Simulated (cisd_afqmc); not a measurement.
Input (AFQMC/CISD/aug-cc-pV(T+d)Z; cisd_afqmc is a phaseless AFQMC code with CISD trial states that reads the integrals written by Ansatz): A basis named .json is the Basis Set Exchange file of that set.

Ansatz 0.2 input:
```python
import cisd_afqmc

open("ham.yaml", "w").write("""\
crystal:
  periodic: [false, false, false]
  atoms:
    - {symbol: Cl, position_ang: [-0.00000000, -0.00000000, -0.07080266]}
    - {symbol: H, position_ang: [0.00000000, 0.00000000, 1.20364523]}
basis:
  gaussian:
    orbitals: aug-cc-pV_T+d_Z.json
magnetization: {spin_polarized: false}
correlation: {method: ccsd, electrons: outside_noble_gas, hamiltonian_folder: ham}
""")
rep = cisd_afqmc.ansatz("ham.yaml")
e_ccsd = rep["correlation"]["coupled_cluster"]["energy"]["hartree"]
out = cisd_afqmc.run("ham", e_ccsd, trial="CISD", walkers=2000, populations=1, threads=12, dt=0.005, steps=40, early=24, settle=10, least=100,
    cut=5e-5, rank_cut=2e-4, target=0.0004, seconds=1000, seed=4, memory=62639, gpu=True)
```

Output:

```
orbitals 73, occupied [4], factors 335 of 446, rank of the doubles 120 of 276
E(HF) = -460.108654
E(CCSD) on the cut factors = -460.336942, shift to the whole factors -0.000003
Energy of the trial state on the determinant = -460.336869
  tau behind 7.2 of longer steps, mean of the populations' last blocks
   2.0  -460.34649
   4.0  -460.34664
   6.0  -460.34646
   8.0  -460.34636
  10.0  -460.34698
  12.0  -460.34717
  14.0  -460.34655
  16.0  -460.34657
  18.0  -460.34609
  20.0  -460.34630
  22.0  -460.34714
blocks 100 (0 outliers left out), error by blocks joined: 1: 0.00005, 2: 0.00007, 4: 0.00008, 8: 0.00011
E(AFQMC/CISD) = -460.34663 +/- 0.00011
```

The error still grows at the longest joins of blocks, or few joins were possible, so the printed bar may be too narrow.
